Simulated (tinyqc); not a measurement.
Worked calculation: Hueckel theory of the pi electrons, for the molecule [CH2-]N=CC=O (SMILES; centres numbered as the heavy atoms are written). Computed by tinyqc, a small Python program that keeps every step. Settings: charge = -1. Command: `OMP_NUM_THREADS=1 python tinyqc.py 28350 28351 out.jsonl` (the two numbers bound the seeds that draw the settings). One thread of a shared host (Intel(R) Xeon(R) Processor @ 2.60GHz), about 0.01 s of CPU time with the checks.

## The Hueckel matrix

Centres:
```
centre  z_r, pi electrons of the neutral centre         h
1C                                            1  0.000000
2N                                            1  0.500000
3C                                            1  0.000000
4C                                            1  0.000000
5O                                            1  1.000000
```

Bonds:
```
i  j         k
1  2         1
2  3  1.000000
3  4         1
4  5         1
```

H_rr = alpha + h_r beta, H_rs = k_rs beta for bonded centres.

Hueckel matrix in units of beta (H = alpha + beta A):
```
          1C        2N        3C        4C        5O
1C  0.000000  1.000000  0.000000  0.000000  0.000000
2N  1.000000  0.500000  1.000000  0.000000  0.000000
3C  0.000000  1.000000  0.000000  1.000000  0.000000
4C  0.000000  0.000000  1.000000  0.000000  1.000000
5O  0.000000  0.000000  0.000000  1.000000  1.000000
```

## Orbitals

pi electrons, sum of z_r less the charge = 6

Diagonalise; E = alpha + x beta with beta < 0, so the largest x are filled first; degenerate levels share their electrons. P = sum n_i c_ri c_si; each orbital has its largest coefficient positive (the first on a tie).

x values: 2.000000  1.484707  0.298492  -0.723242  -1.559958

occupations: 2.000000  2.000000  2.000000  0.000000  0.000000

coefficients:
```
         MO1        MO2        MO3        MO4        MO5
1C  0.242536  -0.384287  -0.545579   0.644674   0.283265
2N  0.485071  -0.570554  -0.162851  -0.466255  -0.441882
3C  0.485071  -0.177542   0.578395  -0.074331   0.626992
4C  0.485071   0.306957   0.335497   0.520014  -0.536200
5O  0.485071   0.633283  -0.478251  -0.301765   0.209456
```

charge and bond-order matrix P:
```
           1C         2N         3C         4C         5O
1C   1.008313   0.851504  -0.259372  -0.366706   0.270417
2N   0.851504   1.174694   0.484798   0.011045  -0.096289
3C  -0.259372   0.484798   1.202711   0.749693  -0.307516
4C  -0.366706   0.011045   0.749693   0.884150   0.538465
5O   0.270417  -0.096289  -0.307516   0.538465   1.730132
```

## Energy, charges, bond orders

E = sum n x; q_r = z_r - P_rr; bond order p = P_rs; free valence = sqrt(3) - sum of p over the bonds of the atom.

pi energy = 6 alpha + this times beta = 7.566399

pi charges: 1C -0.008313, 2N -0.174694, 3C -0.202711, 4C 0.115850, 5O -0.730132

Bond orders and lengths from R = 1.517 - 0.180 p (angstrom, C-C alone):
```
bond         p         R
1-2   0.851504         -
2-3   0.484798         -
3-4   0.749693  1.382055
4-5   0.538465         -
```

free valence of the carbons: 1C 0.880547, 3C 0.497560, 4C 0.443893

gap between the highest filled and the next level = 1.021734 |beta|
